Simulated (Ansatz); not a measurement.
Geometry optimisation, RKS PBE0-D4/6-31G* in Ansatz.

The input (input.yaml):

```yaml
crystal:
  periodic: [false, false, false]
  atoms:
    - { symbol: Al, position_ang: [-1.047431, -0.344688, -0.029585] }
    - { symbol: Cl, position_ang: [2.066509, 1.236857, -0.515091] }
    - { symbol: H, position_ang: [-1.220654, -1.129777, -1.391593] }
    - { symbol: H, position_ang: [-1.945905, 0.83009, 0.53086] }
    - { symbol: H, position_ang: [1.926646, 0.304286, 0.393857] }
    - { symbol: F, position_ang: [0.220835, -0.896667, 1.011553] }
basis:
  gaussian: { orbitals: "6-31G*" }
hamiltonian:
  xc: pbe0
  dispersion: d4
relax:
  f_tol: 0.03
  max_steps: 50
```

Command:

```bash
$ ansatz run input.yaml --threads 1 --pin off --max-ram 2048MiB --backend cpu --events-out ev --progress --plain --runs-dir out
```

Question: Where does it end, and by what steps?

Answer: It converged. After 9 steps the energy has fallen by 0.178 eV; Cl2 moved furthest, 0.62 Å. Joined: Al1–Cl2.

```tsv
step	energy less start (eV)	largest force component (eV/Å)	accepted
0	0.0000	1.167	yes
1	-0.0751	0.699	yes
2	-0.1105	0.330	yes
3	-0.1604	0.246	yes
4	-0.1734	0.167	yes
5	-0.1765	0.088	yes
6	-0.1772	0.068	yes
7	-0.1781	0.055	yes
8	-0.1783	0.045	yes
9	-0.1783	0.014	yes
```

```xyz
6
Properties=species:S:1:pos:R:3
Al -0.768 -0.237 -0.042
Cl 1.472 1.071 -0.554
H -0.983 -1.028 -1.398
H -1.690 0.930 0.508
H 1.702 0.222 0.403
F 0.266 -0.957 1.081
```

Run time: 24 s on 1 thread of Intel(R) Xeon(R) Platinum 8259CL CPU @ 2.50GHz (Skylake/Cascade Lake), on a shared host, peak memory 0.19 GiB.
